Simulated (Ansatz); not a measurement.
# CH₃ClMg: how energies converge with the basis set

An exercise on one series of results from a longer session: the logs are not shown, and one member is left open.

Program: Ansatz 0.2.0, Gaussian basis. Level of theory: one geometry, several basis sets. These are calculated values, not measurements.

Levels to be run: PBE0-D4/def2-SVP; ωB97M-V/def2-SVP; PBE0-D4/def2-QZVPP; ωB97M-V/def2-QZVPP; the functionals' def2-TZVPP values are taken from earlier runs.

**The geometry**

All runs share one geometry, relaxed beforehand with PBE0-D4 in a triple-zeta def2 set.

SMILES `[CH3][Mg][Cl]`, 6 atoms, charge 0, spin multiplicity 1.

Atoms are counted from 1 here; the program's logs count them from 0.

Bond lengths: C1–Mg2 2.067 Å, C1–H4 1.094 Å, C1–H5 1.094 Å, C1–H6 1.094 Å, Mg2–Cl3 2.193 Å. Angles: Mg2–C1–H4 111.4°, Mg2–C1–H5 111.4°, Mg2–C1–H6 111.4°, H4–C1–H5 107.4°, H4–C1–H6 107.4°, H5–C1–H6 107.4°, C1–Mg2–Cl3 180.0°.

Set-up of the first run:

The input, in.yaml:

```yaml
crystal:
  periodic: [false, false, false]
  atoms:
    - {symbol: C, position_ang: [-0.560262, 0.484291, -0.412031]}
    - {symbol: Mg, position_ang: [0.811577, -0.712725, 0.565761]}
    - {symbol: Cl, position_ang: [2.267213, -1.982714, 1.603332]}
    - {symbol: H, position_ang: [-1.418482, -0.095939, -0.762880]}
    - {symbol: H, position_ang: [-0.115280, 0.971640, -1.284262]}
    - {symbol: H, position_ang: [-0.942765, 1.271549, 0.243880]}
basis:
  gaussian: {orbitals: def2-SVP}
hamiltonian: {xc: pbe0, dispersion: d4}
output: {orbitals: {seedname: orbitals}}
```

Command:

```bash
$ ansatz run in.yaml --threads 4 --pin off --events-out ev --progress --plain --max-ram 10444MiB
```

Steps of the session up to this table: PBE0-D4 in def2-SVP; ωB97M-V in def2-SVP; PBE0-D4 in def2-QZVPP; ωB97M-V in def2-QZVPP.

One table of the session follows, with a row left open; its other results are not shown here.

It belongs to the step «Functionals by basis». 

| functional | basis | HOMO (eV) | LUMO (eV) |
| --- | --- | --- | --- |
| PBE0-D4 | def2-SVP | -7.59 | -0.95 |
| PBE0-D4 | def2-TZVPP | -7.59 | -1.06 |
| PBE0-D4 | def2-QZVPP | -7.59 | -1.10 |
| ωB97M-V | def2-SVP | -9.81 | 0.29 |
| ωB97M-V | def2-TZVPP | -9.83 | 0.18 |
| ωB97M-V | def2-QZVPP | ? | ? |

**Question.** Estimate the row for ωB97M-V, def2-QZVPP.

As computed: HOMO (eV): -9.83; LUMO (eV): -0.02.
